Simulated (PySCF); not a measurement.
# Complexes of water

Gas-phase complexes of water, each in one structure from a short search with a few starts, optimised by PBE0-D3(BJ)/def2-SVPD or PBE0-D3(BJ)/def2-TZVPD; other ways of binding may lie lower. Energies in kcal/mol, PBE0-D3(BJ)/def2-TZVPD, counterpoise-corrected (PySCF): interaction is complex less parts frozen as they stand in it, binding adds what it costs to deform them. Contacts are written partner···water; electrostatic, Pauli and orbital are terms of the uncorrected same energy, whose rest is dispersion or correlation.

2 other partners are left out, for which the search missed the form known or expected to bind best.

Frequency runs check only 5 of the 7 structures; an imaginary mode is left, so that the point isn't a minimum, in the complex with aluminium trifluoride (201i cm⁻¹).

Q: Order these partners of water by binding energy, strongest first: methylamine, Li+, aluminium trifluoride, silanol, hydrogen chloride, dinitrogen, aluminium trichloride.

A: Li+ (-35.2), aluminium trifluoride (-30.1), aluminium trichloride (-27.9), methylamine (-7.7), silanol (-6.7), hydrogen chloride (-6.2), dinitrogen (-1.3).
| partner | contact | distance (Å) | binding | interaction | electrostatic | Pauli | orbital |
| --- | --- | --- | --- | --- | --- | --- | --- |
| Li+ | Li···O | 1.83 | -35.2 | -35.2 | -32.7 | 11.9 | -14.1 |
| aluminium trifluoride | Al···O | 1.93 | -30.1 | -36.7 | -48.6 | 40.5 | -28.0 |
| aluminium trichloride | Al···O | 1.96 | -27.9 | -34.0 | -57.6 | 57.5 | -32.6 |
| methylamine | N···H | 1.90 | -7.7 | -8.0 | -13.5 | 12.8 | -6.7 |
| silanol | H···O | 1.84 | -6.7 | -6.9 | -10.7 | 9.0 | -4.7 |
| hydrogen chloride | H···O | 1.81 | -6.2 | -6.4 | -11.6 | 12.4 | -6.8 |
| dinitrogen | N···H | 2.35 | -1.3 | -1.3 | -1.5 | 1.3 | -0.8 |
